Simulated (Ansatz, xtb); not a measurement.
# C2H5O2+: where a starting geometry ends

The starting geometry of this gas-phase singlet was built from a drawn formula by distance geometry and a force field; its bonds are those of `[CH2+]C(O)O`.

```yaml
atoms:
  - { symbol: C, position_ang: [0.2331, 0.3345, -1.3317] }
  - { symbol: C, position_ang: [1.1787, 0.2444, -0.2564] }
  - { symbol: O, position_ang: [1.7703, 1.5592, -0.0678] }
  - { symbol: O, position_ang: [0.4436, -0.1429, 0.9045] }
  - { symbol: H, position_ang: [-0.5881, -0.3334, -1.4040] }
  - { symbol: H, position_ang: [0.4636, 0.9937, -2.2141] }
  - { symbol: H, position_ang: [1.9686, -0.4907, -0.4446] }
  - { symbol: H, position_ang: [2.6133, 1.3986, 0.4483] }
  - { symbol: H, position_ang: [1.0813, -0.4836, 1.5515] }
```

**Question.** Predict what it relaxes into with r2SCAN-D4/def2-SVP.

**Answer.** It rearranges to `C[C+](O)O`. Distances that change by over a tenth: C2–O3 (1.45 → 1.28 Å), C2–O4 (1.43 → 1.28 Å). Contacts that open: C2–H7 (1.10 → 2.08 Å). Contacts that close: C1–H7 (2.12 → 1.11 Å).

The energy falls by 4.14 eV over 16 steps:

```tsv
step	E − E(last) (eV)
1	4.142
3	3.647
4	3.282
6	2.225
8	0.966
9	0.607
11	0.099
13	0.020
14	0.000
16	0.000
```

Final geometry (Å):

```tsv
atom	x (Å)	y (Å)	z (Å)
C	0.5542	0.0939	-1.3660
C	1.1097	0.4230	-0.0512
O	1.9877	1.3578	0.0166
O	0.7054	-0.2548	0.9620
H	-0.4549	-0.3254	-1.2634
H	0.5831	0.9699	-2.0265
H	1.2008	-0.6871	-1.8108
H	2.3730	1.5480	0.8954
H	1.1056	-0.0457	1.8297
```

From the same start GFN2-xTB reaches the same bonding as this run.

No frequencies were run, so the end isn't proven a minimum. Run with Ansatz 0.2.0, 21 s on 2 threads of Arm Neoverse V1, on a shared host.
